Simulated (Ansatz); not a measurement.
The input, for Ansatz 0.2.0:

```yaml
crystal:
  periodic: [false, false, false]
  atoms:
    - {symbol: Ta, position_ang: [0.000000, 0.000000, -2.937200]}
    - {symbol: O, position_ang: [0.000000, 0.000000, 0.991800]}
    - {symbol: H, position_ang: [0.000000, 0.000000, 1.945400]}
basis:
  gaussian: {orbitals: def2-SVP, fitting: {mean_field: def2-universal-jkfit}}
magnetization: {spin_polarized: false}
correlation: {method: ccsd_t, electrons: valence}
scf: {lower_state_search: full}
```

```sh
$ ansatz run in.yaml --threads 1 --pin off --events-out ev --progress --plain --max-ram 2393MiB
```

Q: Roughly how long does this take on 1 thread of Intel Xeon 6975P-C, shared host, and how much host memory?

A: 63 s wall and 0.18 GiB.

```
322 factors; integrals over basis functions are off by at most 1.9e-1 eV
mean field evaluation 1: about -3568.8686 eV, gradient 5.0e1 eV
mean field evaluation 2: about -3273.9458 eV, gradient 2.1e2 eV
mean field evaluation 4: about -3575.0097 eV, gradient 5.9e0 eV
mean field evaluation 8: about -3575.2391 eV, gradient 4.0e-1 eV
mean field evaluation 16: about -3575.2497 eV, gradient 7.9e-3 eV
mean field evaluation 32: about -3575.2758 eV, gradient 1.0e0 eV
mean field evaluation 64: about -3575.1251 eV, gradient 2.3e0 eV
mean field evaluation 96: about -3573.9440 eV, gradient 5.6e0 eV
mean field evaluation 128: about -3571.9708 eV, gradient 2.1e1 eV
mean field evaluation 160: about -3575.2888 eV, gradient 9.3e-2 eV
...
mean field evaluation 1920: about -3580.4327 eV, gradient 5.3e-1 eV
mean field evaluation 1952: about -3574.3067 eV, gradient 1.1e0 eV
mean field evaluation 1984: about -3580.2115 eV, gradient 4.7e-1 eV
mean field evaluation 2016: about -3580.4412 eV, gradient 5.8e-3 eV
mean field evaluation 2048: about -3576.5326 eV, gradient 2.3e0 eV
mean field evaluation 2080: about -3578.8738 eV, gradient 1.0e1 eV
mean field evaluation 2112: about -3580.4411 eV, gradient 1.0e-1 eV
mean field evaluation 2144: about -3575.2830 eV, gradient 2.6e-3 eV
mean field evaluation 2176: about -3574.9288 eV, gradient 6.2e0 eV
determinant -3575.29374823 eV, -131.3896218263 hartree, with singles and doubles -3585.88191051 eV, -131.7787296133 hartree
determinant -3575.28876878 eV, -131.3894388349 hartree, with singles and doubles -3585.93588466 eV, -131.7807131267 hartree
determinant -3575.28566289 eV, -131.3893246954 hartree, with singles and doubles -3585.98892778 eV, -131.7826624252 hartree
determinant -3575.28302708 eV, -131.3892278315 hartree, with singles and doubles -3586.03179314 eV, -131.7842376981 hartree
determinant -3575.24978630 eV, -131.3880062553 hartree, with singles and doubles -3586.26703895 eV, -131.7928828223 hartree
determinant -3575.16220241 eV, -131.3847876064 hartree, with singles and doubles -3585.54436993 eV, -131.7663252258 hartree
determinant -3574.79030544 eV, -131.3711206450 hartree, with singles and doubles -3585.79633555 eV, -131.7755847913 hartree
determinant -3574.01476784 eV, -131.3426201639 hartree, with singles and doubles -3584.08320498 eV, -131.7126284042 hartree
determinant -3573.86764170 eV, -131.3372133781 hartree, with singles and doubles -3583.87601947 eV, -131.7050144772 hartree
determinant -3573.83101797 eV, -131.3358674808 hartree, with singles and doubles -3584.27309832 eV, -131.7196068557 hartree
determinant -3573.36423074 eV, -131.3187133664 hartree, with singles and doubles -3583.25156400 eV, -131.6820661619 hartree
determinant -3573.35336975 eV, -131.3183142325 hartree, with singles and doubles -3583.99207932 eV, -131.7092795980 hartree
determinant -3573.06150244 eV, -131.3075883068 hartree, with singles and doubles -3583.66479343 eV, -131.6972520633 hartree
determinant -3575.29374823 eV, -131.3896218263 hartree, with no singles and doubles
determinant -3575.28876878 eV, -131.3894388349 hartree, with no singles and doubles
determinant -3575.28566289 eV, -131.3893246954 hartree, with singles and doubles -3586.37359917 eV, -131.7967988383 hartree
determinant -3575.28302708 eV, -131.3892278315 hartree, with no singles and doubles
determinant -3575.24978630 eV, -131.3880062553 hartree, with singles and doubles -3586.29449604 eV, -131.7938918518 hartree
determinant -3574.79030544 eV, -131.3711206450 hartree, with no singles and doubles
unrestricted determinant -3580.44146471 eV, -131.5787969176 hartree, S^2 2.2494
1 core orbitals not correlated: weight in the atoms' cores, before any rotation towards them, 1.000 or more for the frozen orbitals, at most 0.000 for the correlated occupied ones
reference -3575.28566289 eV, -131.3893246954 hartree; 10, 10 occupied and 40, 40 virtual orbitals, 322 factors
second order -10.33255486 eV of doubles, -0.00000000 eV of singles
cycle   1  -11.08793541 eV  change    8.8e-7 eV  update   9.4e-6
perturbative correction -1.14252752 eV, -0.0419871120 hartree
Total energy: -3587.51612582 eV, -131.8387859181 hartree
```
